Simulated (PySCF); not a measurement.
Working out the ionisation energy of C

C [He] 2s2 2p2 (3P) → C⁺ [He] 2s2 2p1 (2P). All numbers are calculated (PySCF 2.14, scalar relativity by spin-free X2C-1e, in x2c-QZVPPall (7s4p3d2f1g, 57 functions)). Frozen: nothing. Energies in hartree (1 hartree = 27.21139 eV):

```tsv
part	C (lower)	C⁺ (upper)
UHF	-37.708625	-37.311874
CCSD correlation	-0.111888	-0.097191
(T)	-0.002566	-0.001556
```

Problem. What does Hartree-Fock give?

Solution. (-37.311874) − (-37.708625) = 0.396751 hartree = 10.796 eV.

Problem. What do CCSD and CCSD(T) give?

Solution. The CCSD correlation energies differ by 0.014697 hartree = 0.400 eV and the triples by 0.001010 hartree = 0.027 eV, so CCSD gives 11.196 eV and CCSD(T) 11.223 eV.

Measured between the centres of the two terms (NIST): 11.262 eV, so CCSD(T) (valence and next inner shell) is off by -0.039 eV.

What remains against the reference includes basis incompleteness and higher excitations.
